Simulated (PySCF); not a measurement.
What does the GFN2-xTB structure of InChI=1S/C5H6S/c1-5-3-2-4-6-5/h2-4H,1H3 look like in three dimensions?

```xyz
12
C5H6S angstrom
C     -1.9900    0.1916    0.0127
C     -0.5033    0.1607    0.0235
C      0.3259   -0.8971   -0.1735
C      1.6976   -0.5579   -0.0917
C      1.8929    0.7568    0.1673
S      0.4058    1.6113    0.3175
H     -2.3758    0.5352    0.9723
H     -2.3558    0.8732   -0.7549
H     -2.3808   -0.8035   -0.1867
H     -0.0269   -1.8934   -0.3732
H      2.4957   -1.2671   -0.2204
H      2.8158    1.2895    0.2813
```

Any rigid rotation of these coordinates is as good. Atoms count from 1 in this order. The C–C distances run from 1.354 Å (C4–C5, aromatic) to 1.487 Å (C1–C2, drawn single), a spread of 0.133 Å. The 6 heavy atoms lie in one plane (0.000 Å rms). The 5-membered ring C2–C3–C4–C5–S6 has internal angles of 91.3° to 113.4° (sum 540°, against 540° for a flat polygon); it is planar, 0.00 Å rms from its mean plane, widest ring torsion 0°.

Bonds between heavy atoms (Å): C1–C2 1.487, C2–C3 1.358, C3–C4 1.415, C4–C5 1.354, C5–S6 1.722, C2–S6 1.737.

The geometry is computed with GFN2-xTB (gas phase).

Point group: Cs (every atom within 0.08 Å of its image). Stationary, but not proved a minimum.
